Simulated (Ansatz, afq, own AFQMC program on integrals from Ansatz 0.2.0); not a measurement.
**Breaking B2–Cl3 in BHClF, singlet**

| atom | x (Å) | y (Å) | z (Å) |
| --- | --- | --- | --- |
| F | 1.2486 | 0.2826 | -0.4643 |
| B | 0.1025 | -0.0761 | 0.0624 |
| Cl | -1.3717 | 0.5706 | -0.6108 |
| H | 0.0762 | -0.8373 | 0.9924 |

Products: BHF (doublet; F–BH) and Cl (doublet), each relaxed with PBE0/def2-SVP like the molecule; electronic energies without zero-point terms. Determinants: RHF, UHF and UHF in that order.

Basis def2-TZVP. Only valence electrons are correlated. Ansatz 0.2.0 and our own AFQMC program on the same integrals; the CISD trial comes from CCSD amplitudes, and released means the phaseless constraint is let go. Error bars are statistical, one sigma. The errors of all members are added in quadrature.

No full CI on the walks' own integrals is used here; CCSDT(Q) serves as the reference and is uncertain by about the last step of the cluster series. Each member takes its own surest rung, up to full CI.

The best estimate is CCSD(T) at the basis-set limit (CBS: def2-TZVPP and def2-QZVPP, with their diffuse functions for anions and beside diffuse sets, CCSD(T) itself extrapolated) plus the step from CCSD(T) to CCSDT(Q) in def2-TZVP. Rows without CBS are in def2-TZVP; B2PLYP and the wave-function rows carry a basis error of their own. Core correlation and relativity beyond core potentials are missing, and ± holds the sampling alone.

Cautions: BHF (doublet): the ph-AFQMC/CISD walk drifts between its halves (2.1 errors).

```
  level  bond energy (kJ/mol)
wB97M-V                 540.0
   PBE0                 524.4
     HF                 402.0
```

Task: From these cheaper values, estimate the bond energy at the level of the best estimate.

Result: 532.4 kJ/mol (best estimate, highest rung CCSDT(Q)).

| level | bond energy (kJ/mol) | error against the best estimate (kJ/mol) |
| --- | --- | --- |
| MP2 | 537.3 | 4.9 |
| CCSD | 507.8 | -24.7 |
| CCSD(T) | 518.6 | -13.8 |
| CCSDT | 517.6 | -14.8 |
| CCSDT(Q) | 518.4 | -14.0 |
| ph-AFQMC/CISD | 519.6 ± 0.7 | -12.8 ± 0.7 |
| released AFQMC | 518.9 ± 1.2 | -13.5 ± 1.2 |
| HF/CBS | 401.2 | -131.2 |
| MP2/CBS | 551.7 | 19.3 |
| CCSD(T)/CBS | 532.6 | 0.2 |
| PBE | 530.5 | -2.0 |
| r2SCAN | 522.5 | -10.0 |
| B3LYP | 509.3 | -23.2 |
| B2PLYP | 518.2 | -14.3 |

Correlation beyond CCSD(T) takes off 0.2 kJ/mol. Going to the basis-set limit adds 14.0 kJ/mol at CCSD(T). The perturbative (T) step is worth +10.8 kJ/mol. The functionals spread over 30.8 kJ/mol; PBE comes nearest and B3LYP is 23.2 kJ/mol too low.

Best estimates are given only where the step beyond CCSD(T) is under 0.3 eV and no member's determinant is very poor (T1 over 0.05, or 0.07 for open shells, ⟨S²⟩ too high by 0.3, two states mixed), so the hardest cases are missing from such tables.

The functionals ran in a triple-zeta set and keep a basis error of their own, a few kJ/mol for each bond in atomization energies and more for double hybrids, so close places among them and the extrapolated levels can swap.

CCSDT and higher add their correlation energy to the determinant of the CCSD(T) run, since their own runs factorise the integrals more tightly (a shift of under 2 meV). Each member of a difference takes its own highest rung, so a best estimate needn't equal the limit plus the step of one row. A walk keeps the symmetry of its determinant, which the program's search chose and which needn't be the lowest solution, so a lower state of the same spin and another symmetry isn't excluded. Released energies are given only where the last usable release times agree within the noise; a slower fall can still hide under it.
